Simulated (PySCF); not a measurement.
# methyl radical: computed EPR parameters against published values

The experiment to reproduce: a(13C C1) 38.3 G [1]; a(13C C1) 75 MHz [3]; a(1H H2/H3/H4) -70 MHz [3]; a(1H H2/H3/H4) -23.04 G [5]; a(13C C1) 38.34 G [5]. Sources and the comparison follow the method.

Methyl radical, CH3 (doublet state).
Hydrogens: H2, H3, H4 on C1.

The species is methyl radical, `[CH3]`.

The calculation used UKS B3LYP, IGLO-III on C, pcH-1 on H, non-relativistic, mean-field spin-orbit, GIAO in PySCF 2.14.0. Geometry: PBE0-D3(BJ)/def2-SVP; no solvent, vibrations or thermal averaging.

```json
{"nucleus": "13C C1", "computed a_iso (MHz)": "85.1", "published": "38.3 G", "in MHz": "107.4", "difference of magnitudes (MHz)": "-22.3", "source": "[1] absolute value"}
{"nucleus": "13C C1", "computed a_iso (MHz)": "85.1", "published": "24.7 G", "in MHz": "69.2", "difference of magnitudes (MHz)": "+15.9", "source": "[2] equilibrium geometry"}
{"nucleus": "13C C1", "computed a_iso (MHz)": "85.1", "published": "75 MHz", "in MHz": "75.0", "difference of magnitudes (MHz)": "+10.1", "source": "[3] value as quoted"}
{"nucleus": "13C C1", "computed a_iso (MHz)": "85.1", "published": "73.5 MHz", "in MHz": "73.5", "difference of magnitudes (MHz)": "+11.6", "source": "[4] equilibrium geometry"}
{"nucleus": "1H H2/H3/H4", "computed a_iso (MHz)": "-65.8", "published": "-70 MHz", "in MHz": "-70.0", "difference of magnitudes (MHz)": "-4.2", "source": "[3]"}
{"nucleus": "1H H2/H3/H4", "computed a_iso (MHz)": "-65.8", "published": "-73 MHz", "in MHz": "-73.0", "difference of magnitudes (MHz)": "-7.2", "source": "[4] equilibrium geometry"}
{"nucleus": "1H H2/H3/H4", "computed a_iso (MHz)": "-65.8", "published": "-23.04 G", "in MHz": "-64.6", "difference of magnitudes (MHz)": "+1.2", "source": "[5]"}
{"nucleus": "13C C1", "computed a_iso (MHz)": "85.1", "published": "38.34 G", "in MHz": "107.5", "difference of magnitudes (MHz)": "-22.4", "source": "[5]"}
```

Values published in field units are turned into MHz with the computed g_iso.

Sources: [1] measured; Chen, Rinkevicius, Ruud, Agren, J. Chem. Phys. 2013, 138, 054310. [2] computed, CCSD(T), gas; Chen, Rinkevicius, Ruud, Agren, J. Chem. Phys. 2013, 138, 054310. [3] measured; Tran, Improving perturbation theory for open-shell molecules via self-consistency, arXiv:2107.11260 (experimental column from Kossmann, Neese). [4] computed, CCSD(T), gas; Tran, Improving perturbation theory for open-shell molecules via self-consistency, arXiv:2107.11260 (experimental column from Kossmann, Neese). [5] measured, solution or matrix (EPR); Pople, Beveridge, Approximate Molecular Orbital Theory, McGraw-Hill 1970 (compilation of measured values).

In relative terms the largest miss is 13C C1, by 21 %. The measured numbers hold vibrational averaging and, outside the gas phase, effects of the matrix or solvent; the computed ones belong to one rigid, isolated geometry and carry the errors of functional and basis. An EPR spectrum gives magnitudes, so published signs often rest on theory.

The largest Mulliken spin population is on C1 (+1.16). The angles at C1 add up to 360.0°, so it is planar; its axial dipolar tensor and the negative couplings of its protons fit spin in a p orbital normal to that plane.

⟨S²⟩ = 0.7537 against the exact 0.7500, so spin contamination is small.

On one thread of an x86-64 server, shared host, this took 2.2 s.
